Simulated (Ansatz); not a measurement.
# C₂H₆FN: small, medium and large basis sets

The task here is to estimate one member of a computed series from the others.

Program: Ansatz 0.2.0, Gaussian basis. Level of theory: one geometry, several basis sets. These are calculated values, not measurements.

Levels to be run: PBE0-D4/def2-SVP; ωB97M-V/def2-SVP; PBE0-D4/def2-QZVPP; ωB97M-V/def2-QZVPP; the functionals' def2-TZVPP values are taken from earlier runs.

## Structure used throughout

The geometry comes from an earlier relaxation with PBE0-D4 in a triple-zeta def2 set; it is a stationary point, not always the lowest conformer.

SMILES `CC(N)F`, 10 atoms, charge 0, spin multiplicity 1.

Atoms are counted from 1 here; the program's logs count them from 0.

Bond lengths: C1–C2 1.506 Å, C1–H5 1.093 Å, C1–H6 1.090 Å, C1–H7 1.090 Å, C2–N3 1.409 Å, C2–F4 1.415 Å, C2–H8 1.094 Å, N3–H9 1.012 Å, N3–H10 1.011 Å. Angles: C2–C1–H5 110.0°, C2–C1–H6 110.1°, C2–C1–H7 110.3°, H5–C1–H6 108.8°, H5–C1–H7 108.4°, H6–C1–H7 109.2°, C1–C2–N3 112.2°, C1–C2–F4 107.3°, C1–C2–H8 111.6°, N3–C2–F4 111.9°, N3–C2–H8 108.9°, F4–C2–H8 104.7°, C2–N3–H9 111.8°, C2–N3–H10 112.2°, H9–N3–H10 109.3°.

The first run:

in.yaml reads:

```yaml
crystal:
  periodic: [false, false, false]
  atoms:
    - {symbol: C, position_ang: [-0.978821, 0.425454, -0.400511]}
    - {symbol: C, position_ang: [0.083754, -0.517293, 0.098358]}
    - {symbol: N, position_ang: [1.102802, 0.154548, 0.801894]}
    - {symbol: F, position_ang: [0.588802, -1.214520, -1.025049]}
    - {symbol: H, position_ang: [-0.531167, 1.187075, -1.044289]}
    - {symbol: H, position_ang: [-1.467148, 0.919099, 0.440292]}
    - {symbol: H, position_ang: [-1.724627, -0.118460, -0.979889]}
    - {symbol: H, position_ang: [-0.338383, -1.295276, 0.741385]}
    - {symbol: H, position_ang: [1.526061, 0.885130, 0.244195]}
    - {symbol: H, position_ang: [1.821927, -0.476856, 1.126512]}
basis:
  gaussian: {orbitals: def2-SVP}
hamiltonian: {xc: pbe0, dispersion: d4}
output: {orbitals: {seedname: orbitals}}
```

Started as:

```
ansatz run in.yaml --threads 2 --pin off --events-out ev --progress --plain --max-ram 4352MiB
```

Among the steps run: PBE0-D4 in def2-SVP; ωB97M-V in def2-SVP; PBE0-D4 in def2-QZVPP; ωB97M-V in def2-QZVPP.

One table of the session follows, with a row left open; its other results are not shown here.

| functional | basis | HOMO (eV) | LUMO (eV) |
| --- | --- | --- | --- |
| PBE0-D4 | def2-SVP | -7.55 | 1.95 |
| PBE0-D4 | def2-TZVPP | -7.83 | 1.20 |
| PBE0-D4 | def2-QZVPP | ? | ? |
| ωB97M-V | def2-SVP | -9.99 | 3.58 |
| ωB97M-V | def2-TZVPP | -10.28 | 2.57 |
| ωB97M-V | def2-QZVPP | -10.34 | 1.91 |

Estimate the missing values for PBE0-D4, def2-QZVPP.

As computed: HOMO (eV): -7.89; LUMO (eV): 0.76. In the column «HOMO (eV)» it lies between ωB97M-V, def2-SVP (-9.99) and PBE0-D4, def2-TZVPP (-7.83).
